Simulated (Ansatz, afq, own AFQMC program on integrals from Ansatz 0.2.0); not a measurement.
**Where AFQMC and coupled cluster stand for AlGe, quartet**

```xyz
2

Ge    0.0000    0.0000    0.0000
Al    0.0000    0.0000    2.4464
```

Basis 6-31G. Only valence electrons are correlated. Ansatz 0.2.0 and our own AFQMC program on the same integrals; the CISD trial comes from CCSD amplitudes, and released means the phaseless constraint is let go. ± is one standard error of the sampling. No spin–orbit coupling.

Determinant: ROHF, the one that the program's search chose, which needn't be the lowest solution. The geometry is a PBE0/def2-TZVP stationary point of this or a neighbouring charge and spin state.

Full CI on the same integrals is exact in this basis and with this determinant's frozen core.

Cautions: no relativity below Rb; no spin-orbit coupling; inner d shell frozen; strong correlation (T1 0.052, weight of the determinant 0.87, largest double 0.10); the released energies are still falling, so no released level is given (meV from the phaseless value at times in 1/Eh: 5 ± 5 at 0.24, -2.7 ± 1.8 at 0.51, -4.2 ± 1.7 at 0.99, -7.9 ± 1.3 at 1.62, -10.6 ± 1.4 at 2.40).

- T1 diagnostic: 0.0521
- weight of the determinant in the CISD state: 0.867
- size of the correlated space: 7 electrons in 23 orbitals

```tsv
level	correlation energy (eV)
MP2	-1.4593
CCSD	-2.0510
CCSD(T)	-2.1127
```

Estimate where phaseless AFQMC with a CISD trial lies against CCSD(T) on the same integrals.

0.46 ± 0.07 mEh below CCSD(T).

Reference: full CI, correlation energy -2.141 eV.

| level | E − E(reference) (mEh) | share of correlation (%) |
| --- | --- | --- |
| CCSD(T) | 1.05 | 98.66 |
| CCSDT | 0.24 | 99.70 |
| CCSDT(Q) | 0.05 | 99.94 |
| CCSDTQ | 0.01 | 99.99 |
| ph-AFQMC/CISD | 0.59 ± 0.07 | 99.24 |

CCSDT and higher add their correlation energy to the determinant of the CCSD(T) run, since their own runs factorise the integrals more tightly (a shift of under 2 meV). A walk keeps the symmetry of its determinant, which the program's search chose and which needn't be the lowest solution, so a lower state of the same spin and another symmetry isn't excluded.
